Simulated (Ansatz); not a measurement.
Ideal-gas functions of H₃OPS, SMILES `OPS` at 800 K and 1 bar, from an Ansatz frequency run at PBE0-D4/def2-TZVP.

Molar mass 82.06 g/mol, point group C1 (symmetry number 1), electronic degeneracy 1, moments of inertia 25.799, 123.069, 140.355 u Å². Harmonic wavenumbers (cm⁻¹, unscaled): 256, 273, 346, 498, 709, 822, 904, 1003, 1114, 2417, 2708, 3871.

Use S(trans) = R[1.5 ln M + 2.5 ln T − 1.1517]; rotational temperatures θ = 24.2544 K / I; S(rot) = R[ln(√π/σ · √(T³/θAθBθC)) + 1.5]; for each mode x = 1.438777 ν̃/T, S = R[x/(eˣ − 1) − ln(1 − e⁻ˣ)] and H = RT x/(eˣ − 1); 1 cm⁻¹ = 0.0119627 kJ/mol; R = 8.31446 J/(mol·K).

By hand: the entropy, in J/(mol·K).

Translation 184.3. Rotation: θ = 0.9401, 0.1971, 0.1728 K, giving 114.9. Vibration, mode by mode: 14.84, 14.31, 12.39, 9.50, 6.84, 5.78, 5.13, 4.45, 3.80, 0.58, 0.38, 0.06, in all 78.1. Electronic 0.0. Sum 377.3 J/(mol·K).

By hand: H − E and G − E in kJ/mol, counted from the electronic energy.

Zero-point energy ½ × 14921 × 0.0119627 = 89.2; thermal vibration 33.3; translation, rotation and pV give 4 RT = 26.6. H − E = 149.1 kJ/mol, and G − E = 149.1 − 800 × 377.3/1000 = -152.7 kJ/mol.

Vibration gives 21 % of the entropy. The sum counts one conformer and one mirror image; others add a mixing term.
